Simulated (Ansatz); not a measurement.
## Structure relaxation of GaSi

Method: DFT PBE, scalar-relativistic, plane waves, PAW (Ansatz 0.2.0). Cutoff 420 eV, Γ-centred k mesh, Gaussian smearing, no spin polarisation in the final step.

GaSi was placed on the sites of a reported VS cell (Pnma, No. 62), with Ga in place of V, Si in place of S, at a guessed volume.

```
CELL_PARAMETERS angstrom
5.91671 0.00000 0.00000
0.00000 3.34546 0.00000
0.00000 0.00000 5.88740
ATOMIC_POSITIONS crystal
Ga 0.01000 0.25000 0.81000
Ga 0.49000 0.75000 0.31000
Ga 0.51000 0.25000 0.69000
Ga 0.99000 0.75000 0.19000
Si 0.22000 0.25000 0.42000
Si 0.28000 0.75000 0.92000
Si 0.72000 0.25000 0.08000
Si 0.78000 0.75000 0.58000
```

Cell and atoms relax at zero pressure; the relaxation can't lower the symmetry of the start. After a coarse first stage the cell is made exact in the group found at 0.06 Å.

The zero of energy is the elements' standard structures at the same level; no fitted shifts are applied.

(1) Which crystal results?

(2) What are its volume, energy, density and gap?

Results:

(1) It keeps Pnma (No. 62), but not the shape of the type it started on. The result has the MnP (Ga on Mn sites) structure. Conventional cell: a = 5.312 Å, b = 3.539 Å, c = 7.616 Å. Around Ga lie 5 Si at 2.61–2.83 Å, 2 Ga at 2.92 Å, 1 Si at 3.10 Å and 2 Ga at 3.15 Å; Si is coordinated by 2 Si at 2.45 Å, 5 Ga at 2.61–2.83 Å and 1 Ga at 3.10 Å.

```cif
data_structure
_symmetry_space_group_name_H-M 'Pnma'
_symmetry_Int_Tables_number 62
_cell_length_a 5.3121
_cell_length_b 3.5387
_cell_length_c 7.6158
_cell_angle_alpha 90.000
_cell_angle_beta 90.000
_cell_angle_gamma 90.000
_cell_volume 143.16
loop_
_atom_site_label
_atom_site_type_symbol
_atom_site_symmetry_multiplicity
_atom_site_Wyckoff_symbol
_atom_site_fract_x
_atom_site_fract_y
_atom_site_fract_z
_atom_site_occupancy
Ga1 Ga 4 c 0.98532 0.25000 0.82899 1
Si1 Si 4 c 0.12843 0.25000 0.43460 1
```

(2) The volume per atom is 17.90 Å³ and the density is 4.54 g/cm³. The energy over the elements is 0.23 eV/atom and the gap on the 8×10×6 mesh is 0 eV (a metal).

The final run used a 8×10×6 mesh on its 8-atom cell and 0.10 eV smearing. The k mesh leaves about 4 meV/atom of noise in metals. A structure relaxed within its symmetry needn't be a true minimum. The steps took of the order of 14 core-minutes in all.